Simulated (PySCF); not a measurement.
Converging LiH in the basis (CCSD(T))

PySCF, RHF reference; singlet, unpaired electrons none; De to Li + H without counterpoise correction. Frozen cores follow the default of each basis and core potential.

```csv
basis,relativity,functions,Re (Å),ωe (cm⁻¹),De (eV),frozen orbitals
STO-3G,no relativity,6,1.548,1681,2.73,0
pcseg-1,no relativity,14,1.611,1386,2.15,0
def2-SVPD,no relativity,20,1.605,1401,2.38,0
"6-311G(d,p)",no relativity,24,1.595,1415,2.31,0
def2-TZVPP,no relativity,33,1.597,1413,2.41,0
```

(1) How does each smaller set differ from the one with most functions, def2-TZVPP?

Measured (Huber and Herzberg, Constants of Diatomic Molecules (1979)): Re = 1.5957 Å, ωe = 1405.65 cm⁻¹. Correlated steps freeze no core orbitals. Correlated levels converge slowly with the basis: in double zeta they bind strong bonds too weakly, by up to about 1 eV, and carry superposition errors of some tenths. Where the molecule has an RHF reference, its open-shell atoms are computed with UHF. STO-3G is very small, so such numbers show the basis as much as the molecule.

## Answers

(1) STO-3G: -4.9 pm, +19.0 % in ωe, +0.32 eV in De; pcseg-1: +1.4 pm, -1.9 % in ωe, -0.26 eV in De; def2-SVPD: +0.8 pm, -0.8 % in ωe, -0.03 eV in De; 6-311G(d,p): -0.2 pm, +0.1 % in ωe, -0.10 eV in De. All at CCSD(T); the set with most functions is neither the basis-set limit nor always the best.
